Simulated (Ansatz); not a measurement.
# LiAlH2: single points off equilibrium

How do the functionals fare away from a minimum? The structure is a structure displaced at random from a GFN2-xTB minimum.

The runs use Ansatz 0.2.0, Gaussian basis; single points in def2-TZVPP.

Correlated methods freeze the cores. The outer core shell of Li, Na, Mg and K is correlated.

## 1. Where the work starts

SMILES `[Li][AlH2]`, 4 atoms, charge 0, spin multiplicity 1.

Atoms are counted from 1 here; the program's logs count them from 0.

Bond lengths: Al2–H3 1.755 Å, Al2–H4 1.762 Å. Angles: H3–Al2–H4 100.0°.

Coordinates:

```csv
atom,x (Å),y (Å),z (Å)
Li1,-2.4031,-0.7102,0.1680
Al2,0.0985,0.0061,-0.0063
H3,1.5100,-0.6613,0.7949
H4,0.8638,1.2654,-0.9727
```

## 2. CCSD(T)/def2-TZVPP

Input file run/in.yaml:

```yaml
crystal:
  periodic: [false, false, false]
  atoms:
    - {symbol: Li, position_ang: [-2.403100, -0.710200, 0.168000]}
    - {symbol: Al, position_ang: [0.098500, 0.006100, -0.006300]}
    - {symbol: H, position_ang: [1.510000, -0.661300, 0.794900]}
    - {symbol: H, position_ang: [0.863800, 1.265400, -0.972700]}
basis:
  gaussian: {orbitals: def2-TZVPP}
correlation: {method: ccsd_t}
output: {forces: true}
```

The command line of these runs was not kept.

## 3. PBE0-D4/def2-TZVPP

run/in.yaml: that of step 2 with these lines changed.

```diff
@@ -9,3 +9,3 @@
   gaussian: {orbitals: def2-TZVPP}
-correlation: {method: ccsd_t}
-output: {forces: true}
+hamiltonian: {xc: pbe0, dispersion: d4}
+output: {forces: true, orbitals: {seedname: orbitals}}
```

## 4. wB97M-V/def2-TZVPP

run/in.yaml: that of step 3 with these lines changed.

```diff
@@ -9,3 +9,3 @@
   gaussian: {orbitals: def2-TZVPP}
-hamiltonian: {xc: pbe0, dispersion: d4}
-output: {forces: true, orbitals: {seedname: orbitals}}
+hamiltonian: {xc: {name: wB97M-V}}
+output: {forces: true}
```

## 5. r2SCAN-D4/def2-TZVPP

run/in.yaml: that of step 4 with these lines changed.

```diff
@@ -9,3 +9,3 @@
   gaussian: {orbitals: def2-TZVPP}
-hamiltonian: {xc: {name: wB97M-V}}
+hamiltonian: {xc: r2scan, dispersion: d4}
 output: {forces: true}
```

## 6. PBE-D4/def2-TZVPP

run/in.yaml: that of step 5 with these lines changed.

```diff
@@ -9,3 +9,3 @@
   gaussian: {orbitals: def2-TZVPP}
-hamiltonian: {xc: r2scan, dispersion: d4}
+hamiltonian: {xc: pbe, dispersion: d4}
 output: {forces: true}
```

## 7. B97M-V/def2-TZVPP

run/in.yaml: that of step 6 with these lines changed.

```diff
@@ -9,3 +9,3 @@
   gaussian: {orbitals: def2-TZVPP}
-hamiltonian: {xc: pbe, dispersion: d4}
+hamiltonian: {xc: {name: B97M-V}}
 output: {forces: true}
```

## 8. r2SCAN0-D4/def2-TZVPP

run/in.yaml: that of step 7 with these lines changed.

```diff
@@ -9,3 +9,3 @@
   gaussian: {orbitals: def2-TZVPP}
-hamiltonian: {xc: {name: B97M-V}}
+hamiltonian: {xc: {name: r2SCAN0}, dispersion: d4}
 output: {forces: true}
```

(Steps that only read results are left out.)

Q: Predict the outcome of this session. Wanted: energy less free atoms, CCSD(T)/def2-TZVPP; RMS force component; RMS force error; HOMO and LUMO, PBE0-D4; T1 diagnostic.

As calculated:

| quantity | value |
| --- | --- |
| energy less free atoms, CCSD(T)/def2-TZVPP | -664.1 kJ/mol |
| RMS force component | 0.643 to 0.775 eV/Å over the methods |
| RMS force error | PBE0-D4 0.033, wB97M-V 0.031, r2SCAN-D4 0.033, PBE-D4 0.112, B97M-V 0.073, r2SCAN0-D4 0.026 eV/Å |
| HOMO and LUMO, PBE0-D4 | -5.27 and -1.56 eV |
| T1 diagnostic | 0.011 |

What this shows: Against CCSD(T) the functionals' energies less atoms differ by -43.9 to +11.1 kJ/mol, PBE-D4 by +8.3 kJ/mol. CCSD(T) in triple zeta still lacks some correlation energy of the bonds, so part of these gaps is its own basis error and they don't rank the functionals. On forces the order runs from r2SCAN0-D4 to PBE-D4. Frozen-core CCSD(T) forces in triple zeta carry basis errors of their own, and this is one geometry, so small gaps rank nothing. The restricted Hartree–Fock reference is unstable towards an unrestricted one at one or more of these structures.
